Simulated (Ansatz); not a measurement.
Born–Oppenheimer molecular dynamics of C₂H₉Al (12 atoms, charge 0, multiplicity 1). It starts from a rough guess of a transition structure, not a stationary point.

Level of theory: UKS PBE0/6-31G in Ansatz 0.2.0.

```yaml
ensemble: NVE (velocity Verlet)
time_step: 0.5 fs
steps_asked: 150
starting_velocities_drawn_for: 300 K
seed: 254394
```

First frame:

```xyz
12
Properties=species:S:1:pos:R:3
Al -0.427 0.524 1.272
C 0.368 -0.809 -0.412
C 0.013 0.442 -1.219
H -1.959 0.471 1.424
H 0.311 1.834 1.613
H 0.447 -0.963 0.980
H 0.484 -1.120 1.959
H 1.366 -1.149 -0.696
H -0.322 -1.616 -0.689
H 0.900 1.043 -1.427
H -0.688 1.120 -0.647
H -0.492 0.223 -2.159
```

(1) How far do the bonds stretch over the last three quarters of this one trajectory? (Pairs bonded in most of those frames.)

## Answers

(1) 
| bond | mean (Å) | spread (Å) | shortest | longest |
| --- | --- | --- | --- | --- |
| Al1–H4 | 1.633 | 0.084 | 1.51 | 1.76 |
| Al1–H5 | 1.622 | 0.067 | 1.51 | 1.73 |
| Al1–H7 | 1.658 | 0.118 | 1.46 | 1.84 |
| C2–C3 | 1.534 | 0.030 | 1.49 | 1.58 |
| C2–H6 | 1.139 | 0.113 | 0.97 | 1.31 |
| C2–H8 | 1.098 | 0.020 | 1.06 | 1.13 |
| C2–H9 | 1.096 | 0.015 | 1.06 | 1.13 |
| C3–H10 | 1.098 | 0.015 | 1.07 | 1.12 |
| C3–H11 | 1.104 | 0.041 | 1.04 | 1.17 |
| C3–H12 | 1.098 | 0.007 | 1.08 | 1.11 |

Mean temperature of the second half: 1693 K. The conserved energy stayed within 0.58 meV per atom of its start (net change -0.47 meV per atom), so the integration is sound. The system heated up, since it started high on the potential surface and ran downhill. A run of 0.075 ps of so small a system gives no equilibrium averages. The orbitals stay closed-shell, which can raise the energy where a bond breaks towards radicals; this wasn't checked here. Limits of this set-up: no polarisation functions.

Run time: 6.4 min on 1 thread of Intel(R) Xeon(R) Platinum 8488C (Sapphire Rapids), on a shared host, peak memory 0.18 GiB.
